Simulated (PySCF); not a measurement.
## Working with the constants of MgAl

UHF-CCSD(T) constants of MgAl, ²Π (doublet), unpaired electrons π ↑ (Mg aug-cc-pVDZ, Al aug-cc-pV(D+d)Z; no relativity (PySCF 2.14); masses 23.9850 and 26.9815 u):

| Quantity | Value |
| --- | --- |
| ωe | 182.6 cm⁻¹ |
| ωexe | 3.14 cm⁻¹ |
| Be | 0.15323 cm⁻¹ |
| αe | 0.00246 cm⁻¹ |
| De to Mg + Al | 0.278 eV |

(1) What force constant and bond length do these constants imply?

(2) Estimate the centrifugal constant D from the Kratzer relation and find the Dunham coefficient a1.

Correlated steps freeze 6 core orbitals. The bond is weak. Basis-set superposition, not corrected here, can be much of De in a small basis, most of all at correlated wavefunction levels. The state is the lowest determinant that a PBE0 search found; another state may lie lower at other levels.

## Answers

(1) Reduced mass μred = 12.698 u; k = 5.8918×10⁻⁷·μred·ωe² (u, cm⁻¹, mdyn/Å) = 0.249 mdyn/Å; Re = √(16.8576/(μred·Be)) (u, cm⁻¹, Å) = 2.944 Å.

(2) D = 4Be³/ωe² = 4.32e-07 cm⁻¹; a1 = −1 − αeωe/(6Be²) = -4.19.
